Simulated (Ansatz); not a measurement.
# H₂SO (triplet): from Hartree-Fock to the top rungs at distance O1–H3 along a hydrogen transfer = 0.960 Å, cc-pVTZ

An exercise on one series of results from a longer session: the logs are not shown, and one member is left open.

Computed with Ansatz 0.2.0, Gaussian basis. Level: cc-pVTZ, core rule «outside noble gas», up to 6 orbitals frozen.

To be run: UHF; CCSD(T) on ROHF; CCSD(T) on UHF; BCCD(T) on ROHF; CCSDT(Q) on ROHF; CCSDT(Q) on UHF; CASSCF and NEVPT2, 4 electrons in 4 orbitals; CASSCF and NEVPT2, 14 electrons in 10 orbitals.

**The geometry**

The geometry derives from fragments relaxed apart (PBE0/def2-TZVP) and kept rigid, so it is no stationary point. A hydrogen atom is moved between rigid fragments.

4 atoms, charge 0, spin multiplicity 3.

Atoms are counted from 1 here; the program's logs count them from 0.

Bond lengths: O1–H2 0.960 Å, O1–H3 0.960 Å. Angles: H2–O1–H3 105.1°.

The first run:

Input file in.yaml:

```yaml
crystal:
  periodic: [false, false, false]
  atoms:
    - {symbol: O, position_ang: [-0.916555, -0.231644, 0.000000]}
    - {symbol: H, position_ang: [-1.165864, 0.694932, 0.000000]}
    - {symbol: H, position_ang: [0.042974, -0.231644, 0.000000]}
    - {symbol: S, position_ang: [2.039445, -0.231644, 0.000000]}
basis:
  gaussian: {orbitals: cc-pVTZ}
magnetization: {spin_polarized: true, initial_magnetization: 2}
hamiltonian: {xc: hf}
output: {orbitals: {seedname: orbitals}}
```

Launch:

```bash
ansatz run in.yaml --threads 1 --pin off --events-out ev --progress --plain --max-ram 2816MiB --backend cpu
```

Steps of the session up to this table: UHF; CCSD(T) on ROHF; CCSD(T) on UHF; BCCD(T) on ROHF; CCSDT(Q) on ROHF; CCSDT(Q) on UHF; CASSCF and NEVPT2, 4 electrons in 4 orbitals; CASSCF and NEVPT2, 14 electrons in 10 orbitals.

One table of the session follows, with a row left open; its other results are not shown here.

| method | from UCCSDT(Q) (kcal/mol) |
| --- | --- |
| ROHF | +271.34 |
| UHF | +267.63 |
| RMP2 | +25.51 |
| UMP2 | +26.37 |
| RCCSD | +9.30 |
| UCCSD | +9.15 |
| RCCSD(T) | +0.90 |
| UCCSD(T) | +0.87 |
| BCCD(T) | +0.88 |
| RCCSDT | +0.38 |
| UCCSDT | +0.34 |
| RCCSDT(Q) | ? |
| UCCSDT(Q) | 0 |
| CASSCF pair | +258.15 |
| NEVPT2 pair | +25.90 |
| CASSCF valence | +238.60 |
| NEVPT2 valence | +44.57 |

Estimate the missing values for RCCSDT(Q).

**Answer.** from UCCSDT(Q) (kcal/mol): +0.04. In the column «from UCCSDT(Q) (kcal/mol)» it lies between UCCSDT(Q) (0) and UCCSDT (+0.34).

Among the levels timed on like hardware and quicker than the yardstick, those that no quicker one beats, quickest first: NEVPT2 pair (3.1 s, +25.90 kcal/mol); UCCSD(T) (4.5 s, +0.87 kcal/mol).

To keep in mind: Of the multireference levels listed NEVPT2 pair comes nearest in total energy (+25.90 kcal/mol), which doesn't show that its space is the better one. Restricted and unrestricted rows rest on different reference determinants; where their highest levels disagree by more than a few hundredths of an eV, they describe different states and don't form one ladder.
